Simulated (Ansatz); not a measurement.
# N2O, SMILES N#[N+][O-]: the interaction energy of a dimer with the counterpoise correction

Program: Ansatz 0.2.0, Python API.

The cells in order, each with its output:

In [1]:
```python
import ansatz as az

config = {
    "basis": "cc-pVDZ",
    "xc": "r2scan",
}
```

In [2]:
```python
FIRST = [
    ("N", (-0.5043, 0.9869, -0.1655)),
    ("N", (-0.0067, 0.0131, -0.0022)),
    ("O", (0.511, -1.0, 0.1677)),
]
SECOND = [
    ("N", (-0.4836, -0.7491, 3.0696)),
    ("N", (-1.4979, -1.1885, 3.0415)),
    ("O", (-2.553, -1.6456, 3.0124)),
]
```

In [3]:
```python
def energy(atoms, ghosts=()):
    molecule = az.Crystal.molecule()
    for symbol, xyz in atoms:
        molecule = molecule.atom(symbol, xyz)
    calc = (
        molecule.calculation()
        .basis(gaussian=config["basis"])
        .functional(config["xc"])
    )
    deck = calc.input()
    if ghosts:
        deck = deck.set(az.key.basis.gaussian.ghost_atoms, [{"symbol": s, "position_ang": list(xyz)} for s, xyz in ghosts])
    return az.Session.from_dict(deck).plan().execute().report["free_energy_ev"]
```

In [4]:
```python
# ghost atoms carry the functions of the partner
both = energy(FIRST + SECOND)
alone = energy(FIRST) + energy(SECOND)
ghosted = energy(FIRST, SECOND) + energy(SECOND, FIRST)
print(f"dimer {both:.6f} eV")
print(f"interaction, uncorrected   {23.060548 * (both - alone):8.3f} kcal/mol")
print(f"interaction, counterpoise  {23.060548 * (both - ghosted):8.3f} kcal/mol")
print(f"basis-set superposition    {23.060548 * (alone - ghosted):8.3f} kcal/mol")
```
```text
dimer -10046.123781 eV
interaction, uncorrected     -0.714 kcal/mol
interaction, counterpoise    -0.164 kcal/mol
basis-set superposition       0.549 kcal/mol
```

Uncorrected it is -0.714 kcal/mol, with the counterpoise correction -0.164 kcal/mol; the difference, 0.550 kcal/mol, is the superposition error.

Caveats:
- Total energies depend on the basis set; only differences at equal settings carry meaning.
- The dimer is a generated trial pose of unrelaxed monomers, not a minimum, so the figure is no binding energy, and the basis set is small.
- This level lacks the dispersion part of the attraction (electrostatics and induction are there), which can decide the sign where the interaction is weak.
- Hardware and time: 8.1 s on 1 thread of Arm Neoverse V2 (shared host), peak memory 0.19 GiB.
